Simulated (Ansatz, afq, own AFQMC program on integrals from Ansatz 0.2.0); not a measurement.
## Atomization energy of AlH₂O, doublet

```yaml
atoms:
  - { symbol: Al, position_ang: [0.0000, -0.0790, 0.6344] }
  - { symbol: O, position_ang: [0.0000, 0.0002, -1.0633] }
  - { symbol: H, position_ang: [0.0000, 1.3020, 1.4673] }
  - { symbol: H, position_ang: [0.0000, 0.8101, -1.5729] }
```

Connectivity, by distances: AlH–OH.

Atoms in their ground-state spins without spin–orbit coupling (mostly on UHF) minus the molecule (UHF), without zero-point energy. The geometry is a stationary point, not shown to be a minimum.

Basis cc-pVDZ. Noble-gas cores (and the filled d shells of Ga–Kr and In–Xe) are frozen. Ansatz 0.2.0 and our own AFQMC program on the same integrals; the CISD trial comes from CCSD amplitudes, and released means the phaseless constraint is let go. Uncertainties: one standard error, sampling alone. The errors of all members are added in quadrature.

No full CI on the walks' own integrals is used here; CCSDT(Q) serves as the reference and is uncertain by about the last step of the cluster series. Each member takes its own surest rung, up to full CI.

The best estimate is CCSD(T) at the basis-set limit (CBS: def2-TZVPP and def2-QZVPP, with their diffuse functions for anions and beside diffuse sets, CCSD(T) itself extrapolated) plus the step from CCSD(T) to CCSDT(Q) in cc-pVDZ. Rows without CBS are in cc-pVDZ, the functionals in def2-TZVP; B2PLYP and the wave-function rows carry a basis error of their own. Core correlation and relativity beyond core potentials are missing, and ± holds the sampling alone.

Cautions: other spins of the molecule weren't checked.

```json
{"level": "B2PLYP", "atomization energy (eV)": "11.763"}
{"level": "MP2", "atomization energy (eV)": "10.859"}
{"level": "B3LYP", "atomization energy (eV)": "11.819"}
```

Task: From these cheaper values, estimate the atomization energy at the level of the best estimate.

Result: 12.082 eV (best estimate, highest rung CCSDT(Q)).

| level | atomization energy (eV) | error against the best estimate (eV) |
| --- | --- | --- |
| HF | 7.947 | -4.136 |
| CCSD | 10.418 | -1.664 |
| CCSD(T) | 10.521 | -1.561 |
| ph-AFQMC/CISD | 10.538 ± 0.015 | -1.544 ± 0.015 |
| released AFQMC | 10.542 ± 0.018 | -1.540 ± 0.018 |
| HF/CBS | 8.598 | -3.484 |
| MP2/CBS | 12.416 | 0.334 |
| CCSD(T)/CBS | 12.064 | -0.018 |
| PBE | 11.977 | -0.106 |
| r2SCAN | 12.060 | -0.022 |
| PBE0 | 11.677 | -0.405 |
| wB97M-V | 11.867 | -0.215 |
| surest rungs in cc-pVDZ | 10.540 | -1.542 |

Correlation beyond CCSD(T) adds 0.018 eV. Going to the basis-set limit adds 1.542 eV at CCSD(T). The perturbative (T) step is worth +0.103 eV. The functionals spread over 0.383 eV; r2SCAN comes nearest and PBE0 is 0.405 eV too low.

Best estimates are given only where the step beyond CCSD(T) is under 0.3 eV and no member's determinant is very poor (T1 over 0.05, or 0.07 for open shells, ⟨S²⟩ too high by 0.3, two states mixed), so the hardest cases are missing from such tables.

The functionals ran in a triple-zeta set and keep a basis error of their own, a few kJ/mol for each bond in atomization energies and more for double hybrids, so close places among them and the extrapolated levels can swap.

Each member of a difference takes its own highest rung, so a best estimate needn't equal the limit plus the step of one row. A walk keeps the symmetry of its determinant, which the program's search chose and which needn't be the lowest solution, so a lower state of the same spin and another symmetry isn't excluded. Released energies are given only where the last usable release times agree within the noise; a slower fall can still hide under it.
